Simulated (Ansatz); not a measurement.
# LiPH₂ (triplet): the correlation ladder at scale of all distances = 1.500, 6-31G

Aim: climb from Hartree-Fock through coupled cluster and multireference methods for LiPH₂ (triplet) at one geometry and basis, and see what each rung misses.

The runs use Ansatz 0.2.0, Gaussian basis; 6-31G, core rule «outside noble gas», up to 6 orbitals frozen.

Plan: UHF; CCSD(T) on ROHF; CCSD(T) on UHF; BCCD(T) on ROHF; CISD as a restricted active space (open shells left free, so some higher excitations enter); CCSDT(Q) on ROHF; CCSDT(Q) on UHF; CASSCF and MRCISD+Q, 4 electrons in 4 orbitals; CASSCF and NEVPT2, 4 electrons in 4 orbitals; Full CI.

34 further runs of the same task are left out: 19 for a known fault of the program, 11 that didn't finish, 4 set aside as unsound or not needed. Runs told in other sessions of the task aren't counted.

## 1. What is computed

The geometry derives from a PBE0/def2-TZVP stationary point (not a proven minimum). All distances are scaled together.

4 atoms, charge 0, spin multiplicity 3.

Atoms are counted from 1 here; the program's logs count them from 0.

No contacts short enough for the rule that draws bonds.

## 2. UHF

The input, in.yaml:

```yaml
crystal:
  periodic: [false, false, false]
  atoms:
    - {symbol: P, position_ang: [0.000000, 0.040974, 0.733434]}
    - {symbol: Li, position_ang: [0.000000, -0.001669, -3.866172]}
    - {symbol: H, position_ang: [0.000000, 0.756446, 2.755323]}
    - {symbol: H, position_ang: [0.000000, -2.004075, 1.330127]}
basis:
  gaussian: {orbitals: 6-31G}
magnetization: {spin_polarized: true, initial_magnetization: 2}
hamiltonian: {xc: hf}
output: {orbitals: {seedname: orbitals}}
```

Started as:

```bash
$ ansatz run in.yaml --threads 1 --pin off --events-out ev --progress --plain --max-ram 2393MiB
```

The runs that follow: CCSD(T) on ROHF; CCSD(T) on UHF; BCCD(T) on ROHF; CISD as a restricted active space (open shells left free, so some higher excitations enter); CCSDT(Q) on ROHF; CCSDT(Q) on UHF; CASSCF and MRCISD+Q, 4 electrons in 4 orbitals; CASSCF and NEVPT2, 4 electrons in 4 orbitals; Full CI.

Q: Predict the results of all the runs planned. Wanted: FCI from the RHF energy; RMP2 from FCI; UMP2 from FCI; RCCSD from FCI; RCCSD(T) from FCI; UCCSD(T) from FCI; RCCSDT(Q) from FCI; UCCSDT(Q) from FCI; NEVPT2 pair from FCI.

The runs gave:

```
                         quantity                                                    value
          FCI from the ROHF energy                                               -3.2327 eV
                    RMP2 from FCI                                              +1243.2 meV
                    UMP2 from FCI                                              +1295.0 meV
                   RCCSD from FCI                                                +67.6 meV
                RCCSD(T) from FCI                                                 +7.3 meV
                UCCSD(T) from FCI                                                +69.5 meV
               RCCSDT(Q) from FCI                                                 -2.7 meV
               UCCSDT(Q) from FCI                                                +10.0 meV
             NEVPT2 pair from FCI                                               +730.8 meV
levels within 1 kcal/mol (43 meV)  RCCSD(T), BCCD(T), RCCSDT, UCCSDT, RCCSDT(Q), UCCSDT(Q)
                    T1 diagnostic                                                    0.037
   effectively unpaired electrons                                                     2.46
```

RCCSD(T) misses by +7.3 meV, 0.2 % of the correlation energy. CCSD(T) misses by +7.3 meV on the restricted determinant and by +69.5 meV on the unrestricted one; the two need not hold the same state or core. RCCSDT, RCCSDT(Q) fall below full CI, which methods that aren't variational can do. The occupations show static correlation (2.46 effectively unpaired electrons where one determinant has 2). These misses are within one basis, not against nature; the frozen cores of restricted and unrestricted runs differ, which can shift their rows.

Levels on UHF freeze UHF's core orbitals, full CI those of ROHF, so the U rows can settle a little off it for that reason alone.

With open shells the CI space here admits some higher excitations, so it is larger than plain CISD.
